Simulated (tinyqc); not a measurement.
Inside a calculation. Method: ROHF in the sto-6g basis, for LiH+, spin multiplicity 2. One step of it, computed by the program tinyqc.

Problem. Iteration 1: building the Fock matrix. J_ij = sum D_kl (ij|kl) with D = D(alpha) + D(beta), K_ij = sum D_kl (ik|jl) for each spin; F = H + J - K(s); E = tr D H + tr D J / 2 - 0.5 sum_s tr D(s) K(s) + E_nn.

D(alpha) at the start, lower triangle:
```
            1Li 1s     1Li 2s   1Li 2px   1Li 2py   1Li 2pz     2H 1s
1Li 1s    1.038040
1Li 2s   -0.111401   0.505490
1Li 2px   0.000000   0.000000  0.000000
1Li 2py   0.000000   0.000000  0.000000  0.000000
1Li 2pz   0.002208  -0.003904  0.000000  0.000000  0.001258
2H 1s    -0.010705   0.044330  0.000000  0.000000  0.023727  0.476565
```

D(beta) at the start, lower triangle:
```
            1Li 1s     1Li 2s   1Li 2px   1Li 2py   1Li 2pz     2H 1s
1Li 1s    0.519020
1Li 2s   -0.055701   0.252745
1Li 2px   0.000000   0.000000  0.000000
1Li 2py   0.000000   0.000000  0.000000  0.000000
1Li 2pz   0.001104  -0.001952  0.000000  0.000000  0.000629
2H 1s    -0.005352   0.022165  0.000000  0.000000  0.011863  0.238282
```

core Hamiltonian H = T + V (hartree), lower triangle:
```
            1Li 1s     1Li 2s    1Li 2px    1Li 2py    1Li 2pz      2H 1s
1Li 1s   -4.660560
1Li 2s   -0.988628  -1.299570
1Li 2px   0.000000   0.000000  -1.068886
1Li 2py   0.000000   0.000000   0.000000  -1.068886
1Li 2pz  -0.006874  -0.072296   0.000000   0.000000  -1.120331
2H 1s    -0.038229  -0.279768   0.000000   0.000000  -0.400007  -1.101479
```

Two-electron integrals (ij|kl) in chemists' order, unique and non-zero (hartree):
```
(11|11) 1.681247   (21|11) 0.242603   (21|21) 0.044507   (22|11) 0.397190
(22|21) 0.090279   (22|22) 0.290625   (31|31) 0.009437   (32|31) 0.014261
(32|32) 0.064236   (33|11) 0.397190   (33|21) 0.090279   (33|22) 0.290625
(33|33) 0.313125   (41|41) 0.009437   (42|41) 0.014261   (42|42) 0.064236
(43|43) 0.016875   (44|11) 0.397190   (44|21) 0.090279   (44|22) 0.290625
(44|33) 0.279374   (44|44) 0.313125   (51|51) 0.009437   (52|51) 0.014261
(52|52) 0.064236   (53|53) 0.016875   (54|54) 0.016875   (55|11) 0.397190
(55|21) 0.090279   (55|22) 0.290625   (55|33) 0.279374   (55|44) 0.279374
(55|55) 0.313125   (61|11) 0.008877   (61|21) 0.001612   (61|22) 0.003372
(61|33) 0.003322   (61|44) 0.003322   (61|51) 0.000217   (61|52) 0.000467
(61|55) 0.003471   (61|61) 0.000065   (62|11) 0.052653   (62|21) 0.012296
(62|22) 0.046594   (62|33) 0.043875   (62|44) 0.043875   (62|51) 0.001864
(62|52) 0.014521   (62|55) 0.052033   (62|61) 0.000556   (62|62) 0.016961
(63|31) 0.000627   (63|32) 0.003674   (63|53) 0.001711   (63|63) 0.000721
(64|41) 0.000627   (64|42) 0.003674   (64|54) 0.001711   (64|64) 0.000721
(65|11) 0.074474   (65|21) 0.017475   (65|22) 0.067644   (65|33) 0.063116
(65|44) 0.063116   (65|51) 0.002912   (65|52) 0.022758   (65|55) 0.076701
(65|61) 0.000806   (65|62) 0.026328   (65|65) 0.041043   (66|11) 0.210141
(66|21) 0.049530   (66|22) 0.204173   (66|33) 0.188745   (66|44) 0.188745
(66|51) 0.006856   (66|52) 0.069143   (66|55) 0.235031   (66|61) 0.002253
(66|62) 0.102034   (66|65) 0.161972   (66|66) 0.774999
```

nuclear repulsion = 0.63047325 hartree

Give: Coulomb J; exchange K(alpha); exchange K(beta); F(alpha); F(beta); total energy of this density.

Solution.

Coulomb J (hartree), lower triangle:
```
         1Li 1s  1Li 2s  1Li 2px  1Li 2py  1Li 2pz  2H 1s
1Li 1s    3.001
1Li 2s    0.470   0.966
1Li 2px   0.000   0.000    0.954
1Li 2py   0.000   0.000    0.000    0.954
1Li 2pz   0.005   0.052    0.000    0.000    0.990
2H 1s     0.018   0.190    0.000    0.000    0.283  1.044
```

exchange K(alpha) (hartree), lower triangle:
```
         1Li 1s  1Li 2s  1Li 2px  1Li 2py  1Li 2pz  2H 1s
1Li 1s    1.714
1Li 2s    0.249   0.186
1Li 2px   0.000   0.000    0.040
1Li 2py   0.000   0.000    0.000    0.040
1Li 2pz   0.001   0.017    0.000    0.000    0.065
2H 1s     0.011   0.083    0.000    0.000    0.095  0.394
```

exchange K(beta) (hartree), lower triangle:
```
         1Li 1s  1Li 2s  1Li 2px  1Li 2py  1Li 2pz  2H 1s
1Li 1s    0.857
1Li 2s    0.124   0.093
1Li 2px   0.000   0.000    0.020
1Li 2py   0.000   0.000    0.000    0.020
1Li 2pz   0.001   0.008    0.000    0.000    0.032
2H 1s     0.005   0.042    0.000    0.000    0.048  0.197
```

F(alpha) (hartree), lower triangle:
```
         1Li 1s  1Li 2s  1Li 2px  1Li 2py  1Li 2pz   2H 1s
1Li 1s   -3.373
1Li 2s   -0.768  -0.519
1Li 2px   0.000   0.000   -0.154
1Li 2py   0.000   0.000    0.000   -0.154
1Li 2pz  -0.003  -0.037    0.000    0.000   -0.195
2H 1s    -0.031  -0.173    0.000    0.000   -0.212  -0.452
```

F(beta) (hartree), lower triangle:
```
         1Li 1s  1Li 2s  1Li 2px  1Li 2py  1Li 2pz   2H 1s
1Li 1s   -2.517
1Li 2s   -0.643  -0.426
1Li 2px   0.000   0.000   -0.134
1Li 2py   0.000   0.000    0.000   -0.134
1Li 2pz  -0.002  -0.028    0.000    0.000   -0.163
2H 1s    -0.026  -0.131    0.000    0.000   -0.164  -0.255
```

total energy of this density = -6.37465 hartree

This density is the starting one; it is not idempotent, so its energy is not variational and may lie below the converged one.
